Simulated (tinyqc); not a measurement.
Pariser-Parr-Pople SCF with singles CI, for the molecule c1ccsc1 (SMILES; centres numbered as the heavy atoms are written), step by step. One step of it, computed by the program tinyqc.

Task: PPP integrals. Mataga-Nishimoto: gamma = 14.399645/(R + a), a = 2 x 14.399645/(gamma_rr + gamma_ss); H_rr = -W_r - sum_(s != r) z_s gamma_rs; H_rs = beta for bonds.

Centres (angstrom, eV; a flat drawing with bonds scaled to 1.40 angstrom):

| centre | x | y | core charge z | W | gamma_rr |
|---|---|---|---|---|---|
| 1C | 1.191000 | 0.000000 | 1 | 11.160000 | 11.130000 |
| 2C | 0.368000 | 1.133000 | 1 | 11.160000 | 11.130000 |
| 3C | -0.963000 | 0.700000 | 1 | 11.160000 | 11.130000 |
| 4S | -0.963000 | -0.700000 | 2 | 22.000000 | 13.000000 |
| 5C | 0.368000 | -1.133000 | 1 | 11.160000 | 11.130000 |

Resonance integrals (eV):

| i | j | beta |
|---|---|---|
| 1 | 2 | -2.390000 |
| 2 | 3 | -2.390000 |
| 3 | 4 | -2.020000 |
| 4 | 5 | -2.020000 |
| 5 | 1 | -2.390000 |

Give: repulsion gamma_rs; core matrix H.

Result:

repulsion gamma_rs (eV), lower triangle:
```
         1C       2C       3C       4S       5C
1C  11.1300
2C   5.3448  11.1300
3C   4.0464   5.3462  11.1300
4S   4.1637   4.1632   5.5522  13.0000
5C   5.3448   4.0451   4.0459   5.5529  11.1300
```

core matrix H (eV), lower triangle:
```
          1C        2C        3C        4S        5C
1C  -34.2234
2C   -2.3900  -34.2226
3C    0.0000   -2.3900  -35.7029
4S    0.0000    0.0000   -2.0200  -41.4320
5C   -2.3900    0.0000    0.0000   -2.0200  -35.7017
```
